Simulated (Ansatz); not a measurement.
# BH3Cl (doublet): the correlation ladder at distance Cl1–H2 along a hydrogen transfer = 1.372 Å, cc-pVDZ

The task here is to estimate one member of a computed series from the others.

Computed with Ansatz 0.2.0, Gaussian basis. Level: cc-pVDZ, core rule «outside noble gas», up to 6 orbitals frozen.

The runs, in order: UHF; CCSD(T) on ROHF; CCSD(T) on UHF; BCCD(T) on ROHF; CISD; CCSDT(Q) on ROHF; CCSDT(Q) on UHF; CASSCF and MRCISD+Q, 3 electrons in 3 orbitals; CASSCF and NEVPT2, 3 electrons in 3 orbitals.

12 further runs of the same task are left out: 5 for a known fault of the program, 1 for a mislabelled method, 6 that didn't finish.

## The system

The geometry derives from fragments relaxed apart (PBE0/def2-TZVP) and kept rigid, so it is no stationary point. A hydrogen atom is moved between rigid fragments.

5 atoms, charge 0, spin multiplicity 2.

Atoms are counted from 1 here; the program's logs count them from 0.

Bond lengths: Cl1–H2 1.372 Å, B3–H4 1.191 Å, B3–H5 1.191 Å. Angles: H4–B3–H5 129.4°.

Set-up of the first run:

in.yaml reads:

```yaml
crystal:
  periodic: [false, false, false]
  atoms:
    - {symbol: Cl, position_ang: [-0.856157, 0.000000, 0.000000]}
    - {symbol: H, position_ang: [0.515843, 0.000000, 0.000000]}
    - {symbol: B, position_ang: [2.245843, 0.000000, 0.000000]}
    - {symbol: H, position_ang: [2.754916, 0.000000, 1.077008]}
    - {symbol: H, position_ang: [2.754916, 0.000000, -1.077008]}
basis:
  gaussian: {orbitals: cc-pVDZ}
magnetization: {spin_polarized: true, initial_magnetization: 1}
hamiltonian: {xc: hf}
output: {orbitals: {seedname: orbitals}}
```

Started as:

```sh
> ansatz run in.yaml --threads 1 --pin off --events-out ev --progress --plain --max-ram 2393MiB
```

Among the steps run: UHF; CCSD(T) on ROHF; CCSD(T) on UHF; BCCD(T) on ROHF; CISD; CCSDT(Q) on ROHF; CCSDT(Q) on UHF; CASSCF and MRCISD+Q, 3 electrons in 3 orbitals; CASSCF and NEVPT2, 3 electrons in 3 orbitals.

One table of the session follows, with a row left open; its other results are not shown here.

```
       method  from UCCSDT(Q) (kJ/mol)
         ROHF                   +697.3
          UHF                   +687.8
         RMP2                   +107.7
         UMP2                   +108.3
         CISD                    +67.9
        RCCSD                    +14.9
        UCCSD                    +14.6
     RCCSD(T)                     +2.8
     UCCSD(T)                     +2.8
      BCCD(T)                     +2.8
       RCCSDT                        ?
       UCCSDT                     +0.9
    RCCSDT(Q)                      0.0
    UCCSDT(Q)                        0
  CASSCF pair                   +651.6
  NEVPT2 pair                   +105.3
  MRCISD pair                    +59.6
MRCISD+Q pair                     +3.7
```

Q: Estimate the row for RCCSDT from the others.

The run gave: from UCCSDT(Q) (kJ/mol): +1.0. In the column «from UCCSDT(Q) (kJ/mol)» it lies between UCCSDT (+0.9) and RCCSD(T) (+2.8).

Among the levels timed on like hardware and quicker than the yardstick, those that no quicker one beats, quickest first: NEVPT2 pair (1.2 s, +105.3 kJ/mol); MRCISD+Q pair (2 s, +3.7 kJ/mol); BCCD(T) (3.5 s, +2.8 kJ/mol); RCCSD(T) (6.5 s, +2.8 kJ/mol).

Limits of these values: Of the multireference levels listed MRCISD+Q pair comes nearest in total energy (+3.7 kJ/mol), which doesn't show that its space is the better one. Restricted and unrestricted rows rest on different reference determinants; where their highest levels disagree by more than a few hundredths of an eV, they describe different states and don't form one ladder.
